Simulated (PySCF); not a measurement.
**LiH: energy against distance**

Set-up: PySCF, no relativity, basis sets Li def2-SVPD, H def2-SVPD. Energies in eV from Li + H in their ground configurations at the same level. All curves are PBE0. state 1: ¹Σ⁺ (singlet), closed shell; state 2: triplet, unpaired electrons σ ↑↑, a second solution, started from another occupation.

```tsv
R (Å)	state 1	state 2
1.374	-2.097	1.2493
1.438	-2.214	1.0678
1.502	-2.283	0.9215
1.550	-2.310	0.8303
1.598	-2.318	0.7526
1.646	-2.311	0.6858
1.710	-2.282	0.6108
1.790	-2.221	0.5349
1.886	-2.121	0.4630
2.014	-1.958	0.3890
```

Question: Put a parabola through the three lowest points of the state 1 curve and estimate Re, k and ωe (reduced mass 0.8812 u; 1 eV/Å² = 0.16022 mdyn/Å; ωe = 1302.8·√(k/μ) cm⁻¹).

Answer: Through R = 1.55, 1.598, 1.646 Å the second-order coefficient is 3.26 eV/Å², so Re ≈ 1.600 Å, k ≈ 1.04 mdyn/Å and ωe ≈ 1417 cm⁻¹. A polynomial fit of higher order to the unrounded PBE0 energies gives Re = 1.599 Å, k = 1.06 mdyn/Å, ωe = 1429 cm⁻¹; anharmonicity and rounding make the difference.

The higher-order fit for each curve: state 1: Re = 1.599 Å, ωe = 1429 cm⁻¹, De = 2.32 eV. State 2 gave no clean fit.
